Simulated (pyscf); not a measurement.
Thermochemistry of product channels of GeH₂ (SMILES [GeH2]) [singlet] + CH₄ (SMILES C) on the singlet surface, in eV, from ωB97M-D3(BJ)/def2-TZVP energies (ideal gas, 1 atm, RRHO with modes under 100 cm⁻¹ raised to 100, one conformer, R ln 2 for rigid chiral ones). PySCF, gas phase, ωB97X-D3(BJ)/def2-SVP geometries.

```
products                                                        ΔE  ΔH(298 K)  ΔG(900 K)  ΔG(1200 K)
-----------------------------------------------------------  -----  ---------  ---------  ----------
H₃C–GeH₃ (SMILES [CH3][GeH3])                                -1.42      -1.37      -0.11       +0.27
H₃C–GeH: (SMILES [CH3][GeH]) [singlet] + H₂ (SMILES [H][H])  +0.40      +0.30      +0.26       +0.21
H₂C=GeH₂ (SMILES [CH2]=[GeH2]) + H₂ (SMILES [H][H])          +1.13      +0.96      +1.05       +1.04
```

The channel to H₃C–GeH₃ turns unfavourable between 298 and 1200 K (ΔG from -0.94 eV to +0.27 eV).

These are energies of the channels, which say nothing of barriers. Elements up to Kr have no core potential and no relativistic terms here.
